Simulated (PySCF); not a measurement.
# SiH2 (SMILES [SiH2]): levels of theory compared

Aim: a comparison of 6 runs (HF/STO-3G, HF/def2-SVP, PBE0/def2-SVP, M06-2X/aug-cc-pVDZ, CCSD(T)/cc-pVDZ, CCSD(T)/pcseg-1) of SiH2. The job is set up through a Python script.

Program for the calculation: PySCF 2.14.0.

9 further runs of the same task are left out: 9 set aside as unsound or not needed.

### Step 1. The molecule

SiH2 has 3 atoms, charge 0, and is taken as a singlet. As SMILES, `[SiH2]`. The shape is that of a PBE0-D4/def2-TZVP optimisation.

Bond lengths: Si1–H2 1.525 Å, Si1–H3 1.525 Å. Angles: H2–Si1–H3 91.2°.

### Step 2. Energy and forces at HF/STO-3G (run 1)

input.xyz reads:

```xyz
3

Si    -0.491200     0.468600    -0.213600
H      0.840300     0.578600     0.522500
H     -0.349100    -1.047200    -0.308900
```

run.py reads:

```python
import pyscf.grad
from pyscf import gto

mol = gto.Mole()
mol.atom = 'input.xyz'
mol.max_memory = 1860
mol.basis = 'sto-3g'
mol.verbose = 4
mol.build()

mf = mol.RHF()
mf.conv_tol = 1e-10
mf.kernel()
if not mf.converged:
    mf = mf.newton().run(mf.mo_coeff, mf.mo_occ)

etot = mf.e_tot
print('E = %.10f Eh' % etot)
grad = mf.Gradients().kernel()
mf.analyze()
```

On the command line:

```
$ OMP_NUM_THREADS=1 python run.py
```

Standard output:

```text
PySCF version 2.14.0

[... 63 lines left out ...]
Total Energy =                        -286.662899253436422
[... 3 lines left out ...]
Two-electron Coulomb Energy =          144.355253090803728
[... 5 lines left out ...]
MO #3   energy= -3.914107505234    occ= 2
[... 3 lines left out ...]
MO #7   energy= -0.360610417109554 occ= 2
[... 3 lines left out ...]
MO #11  energy= 0.602593326595615  occ= 0
[... 17 lines left out ...]
Dipole moment(X, Y, Z, Debye): -0.13980,  0.13343, -0.06079
```

Run time: 1.3 s. Hardware: 1 thread of Intel Xeon at 2.70GHz, shared host; peak memory 0.12 GiB.

### Step 3. Energy and gradient at HF/def2-SVP (run 2)

job.py reads:

```python
from pyscf import gto

mol = gto.Mole()
mol.atom = '''
Si    -0.491200     0.468600    -0.213600
H      0.840300     0.578600     0.522500
H     -0.349100    -1.047200    -0.308900
'''
mol.charge = 0
mol.basis = 'def2-svp'
mol.verbose = 4
mol.max_memory = 1860
mol.spin = 0
mol.build()

mf = mol.RHF()
mf.conv_tol = 1e-10
mf.kernel()
if not mf.converged:
    mf = mf.newton().run(mf.mo_coeff, mf.mo_occ)

etot = mf.e_tot
print('Final energy', etot)
grad = mf.nuc_grad_method().kernel()
dip = mf.dip_moment()
pop, q = mf.mulliken_pop()
```

On the command line:

```
$ OMP_NUM_THREADS=1 python job.py
```

Standard output:

```text
PySCF version 2.14.0

[... 53 lines left out ...]
converged SCF energy = -289.925084485929
Final energy -289.9250844859292
[... 9 lines left out ...]
Dipole moment(X, Y, Z, Debye):  0.21721, -0.20714,  0.09446
[... 32 lines left out ...]
charge of    2H =     -0.16674
```

Run time: 1 s. Hardware: 1 thread of Intel Xeon at 2.70GHz, shared host; peak memory 0.12 GiB.

Runs 3 to 5 aren't shown in full; the table further down has their settings and results.

### Step 4. A single-point energy at CCSD(T)/pcseg-1 (run 6)

run.py reads:

```python
# [SiH2]
from pyscf import gto, cc

molecule = gto.M(
    atom='''
Si    -0.491200     0.468600    -0.213600
H      0.840300     0.578600     0.522500
H     -0.349100    -1.047200    -0.308900
''',
    basis='pcseg-1',
    max_memory=1860,
    verbose=4,
)

mf = molecule.RHF()
mf.conv_tol = 1e-10
mf.kernel()
if not mf.converged:
    mf = mf.newton().run(mf.mo_coeff, mf.mo_occ)

mycc = cc.CCSD(mf, frozen=5)
mycc.kernel()
e_t = mycc.ccsd_t()
energy = mycc.e_tot + e_t
print('Final energy', energy)
dip = mf.dip_moment()
pop, q = mf.mulliken_pop()
```

On the command line:

```
$ OMP_NUM_THREADS=1 python run.py
```

Standard output:

```text
PySCF version 2.14.0

[... 53 lines left out ...]
converged SCF energy = -289.993416907591
[... 12 lines left out ...]
Init t2, MP2 energy = -290.073364229446  E_corr(MP2) -0.0799473218548426
[... 10 lines left out ...]
CCSD converged
[... 2 lines left out ...]
Final energy -290.10089888578995
Dipole moment(X, Y, Z, Debye):  0.19669, -0.18755,  0.08554
[... 32 lines left out ...]
charge of    2H =     -0.20052
```

Wall time 1.1 s (1 thread of Intel Xeon at 2.70GHz, shared host); peak memory 0.12 GiB.

### Step 5. The series

| run | level | integration grid | task | energy (Eh) | dipole moment (D) of the reference | HOMO energy (eV) | LUMO energy (eV) | wall time |
| --- | --- | --- | --- | --- | --- | --- | --- | --- |
| 1 | HF/STO-3G | – | gradient | -286.662899 | 0.20 | -6.35 | 5.98 | 1.3 s |
| 2 | HF/def2-SVP | – | gradient | -289.925084 | 0.31 | -9.21 | 0.33 | 1 s |
| 3 | PBE0/def2-SVP | 5 | gradient | -290.385208 | 0.39 | -6.82 | -3.07 | 3.3 s |
| 4 | M06-2X/aug-cc-pVDZ | 5 | gradient | -290.579432 | 0.09 | -7.84 | -2.24 | 6.6 s |
| 5 | CCSD(T)/cc-pVDZ | – | energy | -290.137421 | 0.24 | -9.20 | 0.28 | 1.2 s |
| 6 | CCSD(T)/pcseg-1 | – | energy | -290.100899 | 0.28 | -9.22 | 0.04 | 1.1 s |

### Step 6. Outcome

| quantity | value |
| --- | --- |
| run 6: total energy | -290.10090 Eh |
| run 6: dipole moment (Hartree–Fock density) | 0.28 D |
| run 6: HOMO energy (Hartree–Fock orbitals) | -9.22 eV |
| run 6: LUMO energy (Hartree–Fock orbitals) | 0.04 eV |
| run 6: HOMO–LUMO gap (Hartree–Fock orbitals) | 9.26 eV |
| run 6: correlation energy (5 core orbitals frozen) | -107.5 mEh |
| run 6: (T) correction | -1.91 mEh |
| run 6: T1 diagnostic | 0.014 |

What this shows: Over runs 1, 2, 3, 4 the dipole moment (its size) runs from 0.09 D (M06-2X/aug-cc-pVDZ) to 0.39 D (PBE0/def2-SVP). The two ends differ in method and basis. Over runs 1, 2, 3, 4 the HOMO–LUMO gap runs from 3.75 eV (PBE0/def2-SVP) to 12.33 eV (HF/STO-3G). Totals of different functionals can't be ranked against each other. In run 1 the basis is minimal, so the values are rough. All runs together took 15 s, the longest 6.6 s.
